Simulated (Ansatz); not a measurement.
**CH2BN: one species, many methods**

The task here is to estimate one member of a computed series from the others.

Computed with Ansatz 0.2.0, Gaussian basis. Level: functionals in def2-TZVPP, the program's frozen cores in correlated methods.

The runs, in order: LDA (SPW92), PBE-D4, revPBE-D4, BLYP-D4, r2SCAN-D4, B97M-V, PBE0-D4, B3LYP-D4, r2SCANh-D4, r2SCAN0-D4, HSE06-D4, BHLYP-D4, CAM-B3LYP-D4, LC-ωPBE, ωB97X-V, ωB97M-V, B2PLYP, PBE-QIDH; CCSD(T)/def2-SVP; CCSD(T)/def2-TZVPP; CCSD(T)/def2-QZVPP; extrapolation to the limit; RPA on PBE.

**The geometry**

All runs share one geometry, relaxed beforehand with PBE0-D4 in a triple-zeta def2 set.

SMILES `BC#N`, 5 atoms, charge 0, spin multiplicity 1.

Atoms are counted from 1 here; the program's logs count them from 0.

Bond lengths: B1–C2 1.522 Å, B1–H4 1.189 Å, B1–H5 1.189 Å, C2–N3 1.154 Å. Angles: C2–B1–H4 118.9°, C2–B1–H5 118.9°, H4–B1–H5 122.2°, B1–C2–N3 180.0°.

Set-up of the first run:

Contents of in.yaml:

```yaml
crystal:
  periodic: [false, false, false]
  atoms:
    - {symbol: B, position_ang: [-0.219243, 0.441271, -0.341932]}
    - {symbol: C, position_ang: [0.352681, -0.696660, 0.490720]}
    - {symbol: N, position_ang: [0.786488, -1.559643, 1.122162]}
    - {symbol: H, position_ang: [-0.744252, 0.187407, -1.377635]}
    - {symbol: H, position_ang: [-0.125875, 1.554025, 0.065284]}
basis:
  gaussian: {orbitals: def2-TZVPP}
hamiltonian: {xc: lda}
output: {orbitals: {seedname: orbitals}}
```

Steps of the session up to this table: LDA; PBE-D4 (GGA); revPBE-D4 (GGA); BLYP-D4 (GGA); r2SCAN-D4 (meta-GGA); B97M-V (meta-GGA); PBE0-D4 (hybrid); B3LYP-D4 (hybrid); r2SCANh-D4 (hybrid); r2SCAN0-D4 (hybrid); HSE06-D4 (hybrid); BHLYP-D4 (hybrid); CAM-B3LYP-D4 (range-separated); LC-ωPBE-D4 (range-separated; the results give it without D4); ωB97X-V (range-separated); ωB97M-V (range-separated); B2PLYP (double hybrid); PBE-QIDH (double hybrid).

One table of the session follows, with a row left open; its other results are not shown here.

It belongs to the step «Frontier levels by functional». 

| functional | HOMO (eV) | LUMO (eV) | gap (eV) |
| --- | --- | --- | --- |
| LDA (SPW92) | -8.53 | -4.68 | 3.86 |
| PBE-D4 | -8.40 | -4.37 | 4.03 |
| revPBE-D4 | -8.34 | -4.25 | 4.10 |
| BLYP-D4 | -8.28 | -4.20 | 4.07 |
| r2SCAN-D4 | -8.67 | -4.06 | 4.61 |
| B97M-V | -8.68 | -4.07 | 4.61 |
| PBE0-D4 | -9.75 | -3.35 | 6.40 |
| B3LYP-D4 | -9.52 | -3.57 | 5.95 |
| r2SCANh-D4 | -9.18 | -3.70 | 5.47 |
| r2SCAN0-D4 | -9.94 | -3.17 | 6.76 |
| HSE06-D4 | -9.34 | -3.74 | 5.60 |
| BHLYP-D4 | ? | ? | ? |
| CAM-B3LYP-D4 | -11.17 | -2.23 | 8.95 |
| LC-ωPBE | -12.60 | -1.01 | 11.59 |
| ωB97X-V | -12.18 | -1.07 | 11.10 |
| ωB97M-V | -12.04 | -1.27 | 10.77 |

Q: Estimate the row for BHLYP-D4 from the others.

Worked estimate for «HOMO (eV)». Against the share of exact exchange, BLYP-D4 (0, -8.28), B3LYP-D4 (0.2, -9.52) give a slope of -6.20 per unit share; at 0.5 the line stands at -11.38.

**Answer.** HOMO (eV): -10.99; LUMO (eV): -2.26; gap (eV): 8.73. In «HOMO (eV)» the line misses by -0.39.
